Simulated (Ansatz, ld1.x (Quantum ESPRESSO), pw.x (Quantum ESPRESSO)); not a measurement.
**Ni (Z = 28): does the RRKJ potential hold in the solid?**

nickel (Ni), norm-conserving RRKJ (Kleinman–Bylander form), made with ld1.x (Quantum ESPRESSO) 7.5 (PBEsol, scalar-relativistic). Core [Ar], reference 3d8 4s2 4p0. Waves: 4p (bound, empty): rc 2.10 bohr; 3d (bound): rc 1.70 bohr; 4s (bound): rc 1.75 bohr. Local part: the s channel. Core correction: none. rho0 = 0.01.

Atomic tests: cutoffs needed: 70 Ry and 100 Ry (the cutoffs (Ry, on a coarse ladder) from which the occupation-weighted sum of valence levels, in a spherical-Bessel basis at the reference potential, stays within 10 and 1 mRy of its value at 400 Ry); ghost test: no extra level below or beside the all-electron valence levels (p, d, s, f tested) (spherical-Bessel basis up to 400 Ry, 20 bohr box); largest excitation error: -159 meV (all-electron minus pseudo) for 3d7 4s0 4p0, out of 7 test configurations.

Crystal test: sc Ni in pw.x 7.5, no spin, 14³ k-points, Fermi–Dirac smearing 0.01 Ry, cutoffs 120/480 Ry. The reference is all-electron LAPW (Ansatz 0.2.0) with the same functional, mesh and smearing; V0 and B0 come from Birch–Murnaghan fits to the pressures at five volumes. Errors are pseudo minus all-electron; Δ is the rms difference of the E(V) curves that follow from these fits, minima aligned, over ±6 % about the mean V0. Mesh and smearing are coarse, so the numbers serve the comparison and aren't converged zero-temperature values; the lattice is a test structure that the element need not adopt. Spin polarisation and strong correlation are left out, which matters for this element.

```
V (Å³/atom)  P all-electron (GPa)  P pseudo (GPa)
     11.413                  9.40           21.65
     11.714                  4.21           15.29
     12.014                 -0.28            9.75
     12.314                 -4.16            4.93
     12.615                 -7.51            0.73
```

All-electron: a0 = 2.289 Å (V0 = 11.99 Å³/atom), B0 = 168.0 GPa.

Pseudopotential: mean pressure error (GPa): +10.14. The pressure does not cross zero within the volumes sampled, so no fit is given. This is a poor potential for the solid.

**Question.** At the middle volume, how do free energy and pressure move when the wave cutoff is lowered (ecutrho kept at four times it)?

**Answer.**

```
cutoff (Ry)  shift of F (meV/atom)  shift of P (GPa)
         54                 +834.6           -118.22
         72                 +101.0             -2.81
         96                   +6.8             +0.30
```

The run at the middle volume (120 k-points, 7 iterations) took about 12 s on one core of a shared host (Neoverse-V2, 32 threads, 247 GiB, load 12).
